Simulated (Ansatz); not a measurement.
Compare A (`C=CN=C`) with its isomer B (`NC1=CC1`).

Gas-phase electronic energies from Ansatz, PBE0-D4/def2-TZVP geometries. CCSD(T)/CBS is the MP2 limit (def2-TZVPP, def2-QZVPP) plus CCSD(T) − MP2 in def2-TZVPP, frozen cores. DFT in def2-TZVPP. B3LYP here is the variant with VWN-RPA as its local correlation; programs differ in this. Each species was taken in one conformer, which may not be the lowest.

A:

Z-matrix (Å, degrees):
```
C
C 1 1.328
H 1 1.082 2 121.1
H 1 1.083 2 120.3 3 -180.0
N 2 1.393 1 121.2 3 180.0
H 2 1.094 1 121.0 3 -0.0
C 5 1.266 2 117.6 1 -180.0
H 7 1.088 5 119.3 2 -180.0
H 7 1.098 5 123.1 2 0.0
```

B:

Z-matrix (Å, degrees):
```
C
C 1 1.480
C 1 1.508 2 51.4
H 1 1.094 2 119.4 3 106.6
H 1 1.094 2 119.4 3 -106.7
N 2 1.351 1 141.5 3 174.8
H 3 1.074 1 145.2 2 -176.6
H 6 1.007 2 117.3 1 168.6
H 6 1.005 2 116.6 1 26.8
```

Q: Which is lower in electronic energy at CCSD(T)/CBS, and by how much? (Estimate.)

A: Computed: A, by 108.7 kJ/mol.

Q: Give E(B) − E(A) in kJ/mol with B3LYP-D4, B2PLYP, PBE0-D4, CCSD/def2-TZVPP, LDA (SPW92), BLYP-D4, ωB97M-V. (Best estimate.)

A: The calculation gave: B3LYP-D4 112.1, B2PLYP 109.6, PBE0-D4 84.2, CCSD/def2-TZVPP 111.3, LDA (SPW92) 67.1, BLYP-D4 120.4, ωB97M-V 96.3. None reverses the order clearly.

Q: Does the order hold for the free energy at 298.15 K (harmonic terms from PBE0-D4)? (An estimate is asked.)

A: Ansatz gave: Yes: G(B) − G(A) = +110.9 kJ/mol, for one conformer each.

Largest T1 diagnostic: 0.012.

Leaving LDA and LC-ωPBE aside and taking each functional with its dispersion term where it has one, the values spread over 36.3 kJ/mol, from PBE0-D4 to BLYP-D4. LDA lies −22.8 kJ/mol from PBE without D4. From BLYP to BHLYP (50 % exact exchange), in def2-TZVPP and without D4, E(B) − E(A) moves by −9.7 kJ/mol.
